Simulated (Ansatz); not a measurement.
**One structure, 3 elements: RbCu3, RbAg3, RbAu3**

Plane-wave DFT in Ansatz with scalar-relativistic PAW potentials, cutoff 420 eV, Γ-centred meshes chosen by cell and gap, Gaussian smearing with energies taken to zero width. Every cell was relaxed (cell and atoms) in a run of its own, within the symmetry of its start. Functional: PBE.

All members share space group Pm-3m and the same sites; only the element on one set of sites changes (Cu, Ag, Au). Members needn't be the stable form of their composition. Energies over the elements, where given, are against the elements' standard states in the same functional (H₂, N₂, O₂ and halogens uncorrected, Hg as a solid). The first member:

Space group Pm-3m (No. 221). a = 4.339 Å, b = 4.339 Å, c = 4.339 Å, α = 90.00°, β = 90.00°, γ = 90.00°
| atom | site | symmetry | x | y | z |
| --- | --- | --- | --- | --- | --- |
| Rb | 1a | m-3m | 0.0000 | 0.0000 | 0.0000 |
| Cu | 3c | 4/mm.m | 0.0000 | 0.5000 | 0.5000 |

| compound | V (Å³/atom) | a (Å) | energy over elements (eV/atom) |
| --- | --- | --- | --- |
| RbCu3 | 20.43 | 4.339 | 0.957 |
| RbAu3 | 23.40 | 4.540 | 0.264 |

Question: Predict the member with Ag.

Answer: V (Å³/atom) 25.60, a (Å) 4.678, energy over elements (eV/atom) 0.415. Interpolating linearly in period between Cu and Au would give 21.91 Å³/atom (14.4 % too small), with 0.611 eV/atom over the elements. Over the whole series the volume has no steady trend down the group (least for Cu); all are metallic on the mesh; none is bound against its elements in this structure, and Au comes closest. Au is no larger than Ag here (23.40 against 25.60 Å³/atom), as one expects from the lanthanide contraction and relativistic shrinking of 6s.

Spin-orbit coupling is left out, which matters for the bands of heavy elements.